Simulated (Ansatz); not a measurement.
[PO3]− (metaphosphate (po31-) (8ci,9ci)): methods side by side

The species is [PO3]− (4 atoms), meant as a singlet with charge -1. As SMILES, `O=P(=O)[O-]`. Geometry: relaxed at GFN2-xTB.

Quantity: the vertical detachment energy (to the doublet neutral), in eV. The values are calculated.

| level | kind | program | value (eV) |
| --- | --- | --- | --- |
| SVWN5/STO-3G | LDA | Ansatz | -2.26 |
| revPBE/STO-3G | GGA | Ansatz | -2.38 |
| r2SCAN/STO-3G | meta-GGA | Ansatz | -1.93 |
| BHLYP/STO-3G | global hybrid | Ansatz | -1.93 |
| PBE0/STO-3G | global hybrid | Ansatz | -1.52 |
| wB97M-V/STO-3G | range-separated hybrid | Ansatz | -1.61 |
| RPA@PBE/STO-3G | RPA | Ansatz | -3.94 |
| MP2/STO-3G | perturbation theory | Ansatz | -2.06 |
| CCSDT(Q)/STO-3G | coupled cluster or CI | Ansatz | -3.20 |

Sets without diffuse functions describe the anion poorly. The values span -3.94 to -1.52 eV. Spin contamination of the reference (⟨S²⟩ at least 0.1 too high) touches BHLYP/STO-3G, wB97M-V/STO-3G, MP2/STO-3G, CCSDT(Q)/STO-3G. All rows use very small basis sets, so none should be taken for the real molecule's value.
